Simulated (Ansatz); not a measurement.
# C₂H₂O₃: up Jacob's ladder to CCSD(T)

An exercise on one series of results from a longer session: the logs are not shown, and one member is left open.

Program: Ansatz 0.2.0, Gaussian basis. Level of theory: functionals in def2-TZVPP, the program's frozen cores in correlated methods. These are calculated values, not measurements.

Levels to be run: LDA (SPW92), PBE-D4, revPBE-D4, BLYP-D4, r2SCAN-D4, B97M-V, PBE0-D4, B3LYP-D4, r2SCANh-D4, r2SCAN0-D4, HSE06-D4, BHLYP-D4, CAM-B3LYP-D4, LC-ωPBE, ωB97X-V, ωB97M-V, B2PLYP, PBE-QIDH; CCSD(T)/def2-SVP; CCSD(T)/def2-TZVPP; MP2/def2-QZVPP; extrapolation to the limit; RPA on PBE.

### The relaxed structure

All runs share one geometry, relaxed beforehand with PBE0-D4 in a triple-zeta def2 set.

SMILES `O=COC=O`, 7 atoms, charge 0, spin multiplicity 1.

Atoms are counted from 1 here; the program's logs count them from 0.

Bond lengths: O1–C2 1.182 Å, C2–O3 1.374 Å, C2–H6 1.099 Å, O3–C4 1.374 Å, C4–O5 1.182 Å, C4–H7 1.099 Å. Angles: O1–C2–O3 126.2°, O1–C2–H6 126.0°, O3–C2–H6 107.7°, C2–O3–C4 122.0°, O3–C4–O5 126.2°, O3–C4–H7 107.7°, O5–C4–H7 126.0°.

Geometry (Å):

```
O     0.0322    0.4429    1.7315
C     0.2086   -0.5164    1.0646
O     0.3264   -0.5429   -0.3040
C    -0.1710    0.4633   -1.0964
O    -1.0229    1.2273   -0.8021
H     0.3569   -1.5412    1.4325
H     0.3312    0.3990   -2.0717
```

Set-up of the first run:

File in.yaml:

```yaml
crystal:
  periodic: [false, false, false]
  atoms:
    - {symbol: O, position_ang: [0.032209, 0.442863, 1.731494]}
    - {symbol: C, position_ang: [0.208559, -0.516375, 1.064589]}
    - {symbol: O, position_ang: [0.326449, -0.542889, -0.303982]}
    - {symbol: C, position_ang: [-0.171037, 0.463296, -1.096392]}
    - {symbol: O, position_ang: [-1.022934, 1.227276, -0.802115]}
    - {symbol: H, position_ang: [0.356898, -1.541185, 1.432528]}
    - {symbol: H, position_ang: [0.331156, 0.399015, -2.071721]}
basis:
  gaussian: {orbitals: def2-TZVPP}
hamiltonian: {xc: lda}
output: {orbitals: {seedname: orbitals}}
```

Started as:

```bash
ansatz run in.yaml --threads 2 --pin off --events-out ev --progress --plain --max-ram 4352MiB
```

Steps of the session up to this table: LDA; PBE-D4 (GGA); revPBE-D4 (GGA); BLYP-D4 (GGA); r2SCAN-D4 (meta-GGA); B97M-V (meta-GGA); B3LYP-D4 (hybrid); r2SCANh-D4 (hybrid); r2SCAN0-D4 (hybrid); HSE06-D4 (hybrid); BHLYP-D4 (hybrid); CAM-B3LYP-D4 (range-separated); LC-ωPBE (range-separated); ωB97X-V (range-separated); ωB97M-V (range-separated); B2PLYP (double hybrid); PBE-QIDH (double hybrid).

One table of the session follows, with a row left open; its other results are not shown here.

It belongs to the step «Orbital energies across the functionals». 

```
  functional  HOMO (eV)  gap (eV)
 LDA (SPW92)      -7.01      4.07
      PBE-D4      -6.84      4.21
   revPBE-D4      -6.77      4.25
     BLYP-D4          ?         ?
   r2SCAN-D4      -7.18      4.78
      B97M-V      -7.32      5.07
     PBE0-D4      -8.49      7.02
    B3LYP-D4      -8.26      6.49
  r2SCANh-D4      -7.80      5.83
  r2SCAN0-D4      -8.74      7.41
    HSE06-D4      -8.08      6.22
    BHLYP-D4     -10.12      9.91
CAM-B3LYP-D4      -9.97      9.70
     LC-ωPBE     -11.25     12.28
     ωB97X-V     -10.93     11.90
     ωB97M-V     -10.87     11.76
```

Q: Estimate the row for BLYP-D4 from the others.

Worked estimate for «HOMO (eV)». Against the share of exact exchange, B3LYP-D4 (0.2, -8.26), BHLYP-D4 (0.5, -10.12) give a slope of -6.20 per unit share; at 0 the line stands at -7.02.

As computed: HOMO (eV): -6.77; gap (eV): 4.24. In «HOMO (eV)» the line misses by -0.25.
